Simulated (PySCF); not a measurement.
# N2H3 (hydrazinyl radical) at UBLYP/def2-TZVP

What is the energy change on altering one bond length of N2H3 (hydrazinyl radical) at UBLYP/def2-TZVP? The job is set up through a Python script.

Program for the calculation: PySCF 2.14.0.

1 further run of the same task is left out (set aside as unsound or not needed).

## Step 1: The system as given

N2H3: 5 atoms, total charge 0, spin state doublet. As SMILES, `[NH]N`. The coordinates come from a PBE0-D4/def2-TZVP relaxation. This is one conformer, not always the lowest.

Bond lengths: N1–N2 1.338 Å, N1–H3 1.021 Å, N2–H4 1.008 Å, N2–H5 1.012 Å. Angles: N1–N2–H4 113.9°, N1–N2–H5 120.9°, N2–N1–H3 106.1°, H4–N2–H5 114.6°.

## Step 2: The energy at UBLYP/def2-TZVP

run.py reads:

```python
from pyscf import gto, dft

mol = gto.Mole()
mol.atom = '''
N     -0.187600    -0.818050     0.454040
N     -0.128660     0.235610    -0.368450
H      0.759840    -0.951450     0.811270
H     -1.030950     0.592300    -0.640030
H      0.587360     0.941580    -0.256830
'''
mol.basis = 'def2-tzvp'
mol.verbose = 3
mol.charge = 0
mol.max_memory = 1860
mol.spin = 1
mol.build()

mf = dft.UKS(mol, xc='blyp')
mf.conv_tol = 1e-10
mf.grids.level = 5
mf.kernel()
if not mf.converged:
    mf = mf.newton().run(mf.mo_coeff, mf.mo_occ)

energy = mf.e_tot
print('Final energy', energy)
```

Run with:

```console
$ OMP_NUM_THREADS=1 python run.py
```

The log of the run:

```text
converged SCF energy = -111.246766419208  <S^2> = 0.75264808  2S+1 = 2.0026463
Final energy -111.24676641920794
```

It took 14 s on 1 thread of Arm Neoverse V2, shared host; peak memory 0.39 GiB.

## Step 3: The distorted shape, same level

input.xyz reads:

```xyz
5
H3N2
N     -0.205284    -1.134179     0.700811
N     -0.128660     0.235610    -0.368450
H      0.742156    -1.267579     1.058041
H     -1.030950     0.592300    -0.640030
H      0.587360     0.941580    -0.256830
```

run.py reads:

```python
from pyscf import gto, dft

mol = gto.M(
    atom='input.xyz',
    spin=1,
    max_memory=1860,
    basis='def2-tzvp',
    verbose=4,
    charge=0,
)

mf = dft.UKS(mol)
mf.xc = 'blyp'
mf.conv_tol = 1e-10
mf.grids.level = 5
mf.kernel()
if not mf.converged:
    mf = mf.newton().run(mf.mo_coeff, mf.mo_occ)

e_tot = mf.e_tot
print(f'total energy: {e_tot:.8f} hartree')
```

Run with:

```console
$ OMP_NUM_THREADS=1 python run.py
```

The log of the run:

```text
PySCF version 2.14.0

[INPUT] num. atoms = 5
[INPUT] num. electrons = 17
[INPUT] charge = 0
[INPUT] spin (= nelec alpha-beta = 2S) = 1
[INPUT] symmetry False subgroup None
[INPUT] Mole.unit = angstrom
[INPUT] Symbol           X                Y                Z      unit          X                Y                Z       unit  Magmom
[INPUT]  1 N     -0.205284000000  -1.134179000000   0.700811000000 AA   -0.387930537755  -2.143287686233   1.324340855083 Bohr   0.0
[INPUT]  2 N     -0.128660000000   0.235610000000  -0.368450000000 AA   -0.243132163187   0.445238372209  -0.696269590596 Bohr   0.0
[INPUT]  3 H      0.742156000000  -1.267579000000   1.058041000000 AA    1.402471581703  -2.395377151250   1.999407718561 Bohr   0.0
[INPUT]  4 H     -1.030950000000   0.592300000000  -0.640030000000 AA   -1.948213148120   1.119284783580  -1.209481411505 Bohr   0.0
[INPUT]  5 H      0.587360000000   0.941580000000  -0.256830000000 AA    1.109949536525   1.779328324368  -0.485338360572 Bohr   0.0

nuclear repulsion = 31.3250022003819
number of shells = 34
number of NR pGTOs = 116
number of NR cGTOs = 80
basis = def2-tzvp
ecp = {}

******** <class 'pyscf.dft.uks.UKS'> ********
method = UKS
initial guess = minao
damping factor = 0
level_shift factor = 0
DIIS = <class 'pyscf.scf.diis.CDIIS'>
diis_start_cycle = 1
diis_space = 8
diis_damp = 0
SCF conv_tol = 1e-10
SCF conv_tol_grad = None
SCF max_cycles = 50
direct_scf = True
direct_scf_tol = 1e-13
number electrons alpha = 9  beta = 8
XC library pyscf.dft.libxc version 7.0.0
    S. Lehtola, C. Steigemann, M. J.T. Oliveira, and M. A.L. Marques.,  SoftwareX 7, 1–5 (2018)
XC functionals = blyp
    A. D. Becke.,  Phys. Rev. A 38, 3098 (1988)
    C. Lee, W. Yang, and R. G. Parr.,  Phys. Rev. B 37, 785 (1988)
    B. Miehlich, A. Savin, H. Stoll, and H. Preuss.,  Chem. Phys. Lett. 157, 200 (1989)
radial grids:
    Treutler-Ahlrichs [JCP 102, 346 (1995); DOI:10.1063/1.469408] (M4) radial grids

becke partition: Becke, JCP 88, 2547 (1988); DOI:10.1063/1.454033
pruning grids: <function nwchem_prune>
grids dens level: 5
symmetrized grids: False
atomic radii adjust function: <function treutler_atomic_radii_adjust>
small_rho_cutoff = 0
Set gradient conv threshold to 1e-05
tot grids = 154848
init E= -111.028047884157
[... the frontier-level lines of each cycle are left out ...]


cycle= 1 E= -111.179299086342  delta_E= -0.151  |g|= 0.179  |ddm|= 1.05
cycle= 2 E= -111.163709240935  delta_E= 0.0156  |g|= 0.269  |ddm|= 0.346
cycle= 3 E= -111.18061159333  delta_E= -0.0169  |g|= 0.173  |ddm|= 0.222
cycle= 4 E= -111.194595323374  delta_E= -0.014  |g|= 0.0523  |ddm|= 0.141
cycle= 5 E= -111.195852433847  delta_E= -0.00126  |g|= 0.0081  |ddm|= 0.0366
cycle= 6 E= -111.195884102709  delta_E= -3.17e-05  |g|= 0.00217  |ddm|= 0.00772
cycle= 7 E= -111.195886959662  delta_E= -2.86e-06  |g|= 0.00106  |ddm|= 0.00279
cycle= 8 E= -111.195887617826  delta_E= -6.58e-07  |g|= 0.000258  |ddm|= 0.000846
cycle= 9 E= -111.195887678767  delta_E= -6.09e-08  |g|= 7.17e-05  |ddm|= 0.000394
cycle= 10 E= -111.195887684732  delta_E= -5.96e-09  |g|= 2.44e-05  |ddm|= 0.000138
cycle= 11 E= -111.19588768529  delta_E= -5.58e-10  |g|= 6.85e-06  |ddm|= 4.6e-05
cycle= 12 E= -111.195887685324  delta_E= -3.41e-11  |g|= 1.73e-06  |ddm|= 1.01e-05
Extra cycle  E= -111.195887685321  delta_E= 2.96e-12  |g|= 2.96e-06  |ddm|= 3.63e-06
converged SCF energy = -111.195887685321  <S^2> = 0.75338731  2S+1 = 2.0033845
total energy: -111.19588769 hartree
```

Run time: 14 s. Hardware: 1 thread of Arm Neoverse V2, shared host; peak memory 0.39 GiB.

## Step 4: Results

At UBLYP/def2-TZVP:

```
                                                         quantity          value
                                        first shape: total energy  -111.24677 Eh
                                       first shape: dipole moment         2.68 D
                  first shape: HOMO energy (highest over α and β)       -3.67 eV
                   first shape: LUMO energy (lowest over α and β)       -1.99 eV
                                                first shape: ⟨S²⟩          0.753
                                    distorted shape: total energy  -111.19589 Eh
                                   distorted shape: dipole moment         2.20 D
              distorted shape: HOMO energy (highest over α and β)       -5.30 eV
               distorted shape: LUMO energy (lowest over α and β)       -3.53 eV
                                            distorted shape: ⟨S²⟩          0.753
energy change with the N1–N2 bond stretched from 1.338 to 1.739 Å       1.384 eV
```

In words: With the N1–N2 bond stretched from 1.338 to 1.739 Å the energy rises by 1.38 eV (32 kcal/mol). The first shape isn't relaxed at this level, so the change isn't measured from a minimum. Mulliken charges (first shape) run from -0.34 on N1 to +0.23 on H4; they depend strongly on the basis.
